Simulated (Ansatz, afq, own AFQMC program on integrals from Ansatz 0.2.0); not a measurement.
# AlNH₂, singlet → AlNH2, triplet

```tsv
atom	x (Å)	y (Å)	z (Å)
Al	0.0000	0.0000	0.6968
N	0.0000	0.0000	-1.0992
H	0.0000	0.8223	-1.6887
H	0.0000	-0.8223	-1.6887
```

Connectivity, by distances: Al–NH2.

E(triplet, charge +0) − E(singlet, charge +0) at this geometry, on RHF and UHF determinants.

Basis cc-pVTZ. Noble-gas cores (and the filled d shells of Ga–Kr and In–Xe) are frozen. AFQMC by an in-house program on the Cholesky factors that Ansatz 0.2.0 writes for its CCSD(T) run. The CISD trial takes its coefficients from CCSD amplitudes. Released means that phaseless walkers are propagated on without the constraint, phases kept. ± is one standard error of the sampling. The errors of all members are added in quadrature.

No full CI on the walks' own integrals is used here; CCSDT(Q) serves as the reference and is uncertain by about the last step of the cluster series. Each member takes its own surest rung, up to full CI.

The best estimate is CCSD(T) at the basis-set limit (CBS: def2-TZVPP and def2-QZVPP, with their diffuse functions for anions and beside diffuse sets, CCSD(T) itself extrapolated) plus the step from CCSD(T) to CCSDT(Q) in cc-pVTZ. Rows without CBS are in cc-pVTZ; B2PLYP and the wave-function rows carry a basis error of their own. Core correlation and relativity beyond core potentials are missing, and ± holds the sampling alone.

Cautions: AlNH₂ (triplet): another spin lies lower, its ph-AFQMC/CISD value lies 16 ± 4 meV above CCSDT(Q); core correlation is missing, and it shifts such a gap most where an s electron is promoted.

Best estimate: 2.548 eV.

```json
{"level": "HF", "vertical spin gap (eV)": "1.709", "error against the best estimate (eV)": "-0.839"}
{"level": "MP2", "vertical spin gap (eV)": "2.339", "error against the best estimate (eV)": "-0.209"}
{"level": "CCSD", "vertical spin gap (eV)": "2.512", "error against the best estimate (eV)": "-0.036"}
{"level": "CCSD(T)", "vertical spin gap (eV)": "2.528", "error against the best estimate (eV)": "-0.020"}
{"level": "CCSDT", "vertical spin gap (eV)": "2.526", "error against the best estimate (eV)": "-0.022"}
{"level": "CCSDT(Q)", "vertical spin gap (eV)": "2.527", "error against the best estimate (eV)": "-0.021"}
{"level": "ph-AFQMC/CISD", "vertical spin gap (eV)": "2.537 ± 0.006", "error against the best estimate (eV)": "-0.011 ± 0.006"}
{"level": "released AFQMC", "vertical spin gap (eV)": "2.523 ± 0.010", "error against the best estimate (eV)": "-0.025 ± 0.010"}
{"level": "HF/CBS", "vertical spin gap (eV)": "1.696", "error against the best estimate (eV)": "-0.852"}
{"level": "MP2/CBS", "vertical spin gap (eV)": "2.398", "error against the best estimate (eV)": "-0.150"}
{"level": "CCSD(T)/CBS", "vertical spin gap (eV)": "2.549", "error against the best estimate (eV)": "0.001"}
{"level": "PBE", "vertical spin gap (eV)": "2.428", "error against the best estimate (eV)": "-0.120"}
{"level": "r2SCAN", "vertical spin gap (eV)": "2.205", "error against the best estimate (eV)": "-0.343"}
{"level": "PBE0", "vertical spin gap (eV)": "2.377", "error against the best estimate (eV)": "-0.171"}
{"level": "B3LYP", "vertical spin gap (eV)": "2.618", "error against the best estimate (eV)": "0.070"}
{"level": "wB97M-V", "vertical spin gap (eV)": "2.904", "error against the best estimate (eV)": "0.356"}
{"level": "B2PLYP", "vertical spin gap (eV)": "2.579", "error against the best estimate (eV)": "0.031"}
```

Correlation beyond CCSD(T) changes it by less than 2 meV. Going to the basis-set limit adds 0.021 eV at CCSD(T). The perturbative (T) step is worth +0.016 eV.

Best estimates are given only where the step beyond CCSD(T) is under 0.3 eV and no member's determinant is very poor (T1 over 0.05, or 0.07 for open shells, ⟨S²⟩ too high by 0.3, two states mixed), so the hardest cases are missing from such tables.

The functionals ran in a triple-zeta set and keep a basis error of their own, a few kJ/mol for each bond in atomization energies and more for double hybrids, so close places among them and the extrapolated levels can swap.

CCSDT and higher add their correlation energy to the determinant of the CCSD(T) run, since their own runs factorise the integrals more tightly (a shift of under 2 meV). Each member of a difference takes its own highest rung, so a best estimate needn't equal the limit plus the step of one row. A walk keeps the symmetry of its determinant, which the program's search chose and which needn't be the lowest solution, so a lower state of the same spin and another symmetry isn't excluded. Released energies are given only where the last usable release times agree within the noise; a slower fall can still hide under it.
